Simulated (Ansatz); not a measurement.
Cl2H2Si, SMILES Cl[SiH2]Cl, a composite energy at a relaxed geometry

With Ansatz's Python interface.

Notebook, run cell by cell (the value of a cell's last expression is shown):

In [1]:
```python
import warnings

import ansatz as az
import numpy as np

BASIS = 'def2-SVP'
XC = 'r2scan'
```

In [2]:
```python
GEOMETRY = '''
Cl   -1.05650   -0.36010    1.58810
Si    0.13660   -0.07990   -0.02700
Cl   -0.84570    1.21510   -1.30520
H     0.39790   -1.37440   -0.70840
H     1.41770    0.52550    0.41110
'''
```

In [3]:
```python
warnings.simplefilter('ignore', az.DeckWarning)
```

In [4]:
```python
cl2h2si = az.Crystal.molecule()
for line in GEOMETRY.strip().splitlines():
    symbol, *xyz = line.split()
    cl2h2si = cl2h2si.atom(symbol, [float(v) for v in xyz])

model = cl2h2si.calculation().basis(gaussian=BASIS).functional(XC)
symbols = [site.symbol for site in cl2h2si.cartesian_sites]
start = np.array([site.position_ang for site in cl2h2si.cartesian_sites], dtype=float)
r = model.relax(force_tolerance=0.01).run(threads=1, backend='cpu').report
end = np.array(r['positions_ang'])
print('final positions (A) and the move of each atom')
for symbol, xyz, old in zip(symbols, end, start):
    print(f'{symbol:2s} {xyz[0]:10.5f} {xyz[1]:10.5f} {xyz[2]:10.5f}   {np.linalg.norm(xyz - old):7.4f}')
```
```text
final positions (A) and the move of each atom
Cl   -1.04633   -0.39655    1.62410    0.0522
Si    0.13897   -0.07265   -0.02926    0.0080
Cl   -0.80727    1.20825   -1.33594    0.0497
H     0.35850   -1.36874   -0.71417    0.0402
H     1.40613    0.55590    0.41388    0.0326
```

In [5]:
```python
minimum = az.Crystal.molecule()
for symbol, place in zip(symbols, end):
    minimum = minimum.atom(symbol, place.tolist())
at_minimum = minimum.calculation()
# MP2 extrapolated to the basis limit, plus the small-basis difference CCSD(T) - MP2
level = lambda method, basis: at_minimum.basis(gaussian=basis).correlation(method).run(threads=1, backend='cpu').report
small, large, cluster = level('mp2', 'cc-pVDZ'), level('mp2', 'cc-pVTZ'), level('ccsd_t', 'cc-pVDZ')
corr = lambda each: (each['free_energy_ev'] - each['reference_energy_ev']) / 27.211386246
mp2_limit = (27 * corr(large) - 8 * corr(small)) / 19
pieces = {'HF / cc-pVTZ': large['reference_energy_ev'] / 27.211386246, 'MP2 correlation, DZ-TZ limit': mp2_limit, 'CCSD(T) - MP2 / cc-pVDZ': corr(cluster) - corr(small)}
for name, value in pieces.items():
    print(f'{name:32s} {value:14.6f} Ha')
print(f'{"sum":32s} {sum(pieces.values()):14.6f} Ha')
print('T1 diagnostic', round(cluster['correlation']['coupled_cluster']['t1_diagnostic'], 4))
```
```text
HF / cc-pVTZ                       -1209.255396 Ha
MP2 correlation, DZ-TZ limit          -0.552659 Ha
CCSD(T) - MP2 / cc-pVDZ               -0.047179 Ha
sum                                -1209.855234 Ha
T1 diagnostic 0.0086
```

Total energies depend on the basis set; only differences at equal settings carry meaning. The sum leaves out core correlation, relativity, the Hartree-Fock basis error and zero-point energy; a DZ-TZ extrapolation is rough. Inner cores stay frozen, so this is valence correlation. For Al to Cl the sets with a tight d function, cc-pV(X+d)Z, are usual. An extrapolation from small basis sets is rough. Run time: 20 s on 1 thread of Arm Neoverse V1, with other jobs on the host, peak memory 0.28 GiB.
